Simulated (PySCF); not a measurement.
Consider dimethyl ether, `COC` (C2H6O). Atom numbers as in the mapped SMILES `[CH3:1][O:2][CH3:3]`.

Computed at PBE0-D3(BJ)/ma-def2-TZVP // PBE0-D3(BJ)/def2-SVP with PySCF (density fitting, grid level 2). The prefix ma- adds one diffuse s and one diffuse p function on all atoms but H. Zero-point and thermal terms (298.15 K, 1 bar) come from unscaled PBE0-D3(BJ)/def2-SVP harmonic frequencies, with soft modes damped to free rotors in the entropy.

Question: What are the vertical and the adiabatic ionisation energy for forming the radical cation?

Answer: 9.90 eV vertical and 9.59 eV adiabatic, the latter with zero-point energy.

Question: Where does the unpaired spin of the relaxed radical cation sit?

Answer: O2 (ether oxygen) 0.69 (intrinsic atomic orbital populations).

Question: What oxidation potential follows in acetonitrile (IEF-PCM), given that Fc+/Fc comes at 4.40 V absolute with this functional and basis?

Answer: In the gas phase ΔG of oxidation is 9.553 eV, and solvation is -10.7 kJ/mol for the parent and -264.3 kJ/mol for the product, so the absolute potential is 6.92 V, or 2.52 V against Fc+/Fc. Fc+/Fc in acetonitrile, 4.40 V, is PBE0-D3(BJ)/ma-def2-TZVP on PBE0-D3(BJ)/def2-SVP structures with GFN2-xTB thermal terms. Benchmark calculations put it near 5.0 V in acetonitrile and DMSO, so it is about 0.6 V low, and the value against it can read up to that much too high. The solvent is electrostatics only, on gas-phase structures; the absolute scale refers to an electron at rest in vacuum.

Question: How far is −ε(HOMO) from the vertical value by ΔSCF?

Answer: −ε(HOMO) = 7.48 eV, which is 2.43 eV below the ΔSCF value.

Differences come from unrounded values, so a last digit can differ from that of the printed terms.
